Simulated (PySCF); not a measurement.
Species: NO+, NO (charge +1).
InChI=1S/NO/c1-2/q+1

Method: PBE0-D3(BJ)/def2-TZVP geometry optimisation, gas phase in PySCF.

Masses are those of the commonest isotopes; rigid-rotor values at the optimised geometry. 

Task: What are the moment of inertia and the rotational constant?

Result: I = 8.289 u·Å², B = 505379 MHz·u·Å²/I = 60969 MHz (2.0337 cm⁻¹, or 2.926 K as hB/k). For two atoms I = μr² with μ = 7.4664 u and r = 1.0537 Å.

Task: List the first levels of a rigid rotor in a Σ state.

Result: E(J) = BJ(J+1): J = 1: 4.067, J = 2: 12.202, J = 3: 24.404, J = 4: 40.674, J = 5: 61.011, J = 6: 85.415 cm⁻¹.

Task: Where do the first rotational lines fall?

Result: The dipole is 0.38 D (about the centre of mass, as the species is charged); J+1 ← J lies at 2B(J+1): 1 ← 0 at 121.94 GHz, 2 ← 1 at 243.87 GHz, 3 ← 2 at 365.81 GHz, 4 ← 3 at 487.75 GHz, 5 ← 4 at 609.69 GHz, 6 ← 5 at 731.62 GHz.

Task: Estimate the classical rotational partition function at 25 K, 100 K and 200 K.

Result: Point group C∞v, symmetry number σ = 1; q = kT/(σhB), k/h = 20836.6 MHz/K: 8.5 at 25 K, 34.2 at 100 K, 68.4 at 200 K.

Stationary, but not proved a minimum. Isolated species at its PBE0-D3(BJ)/def2-TZVP geometry, gas phase. Constants of a rigid frame at the computed geometry: no zero-point averaging, no centrifugal distortion.

Hardware: one thread of an Arm Neoverse N1, no GPU (shared host). Cost: 6.4 s, 0.27 GiB resident at most. This is the geometry optimisation.
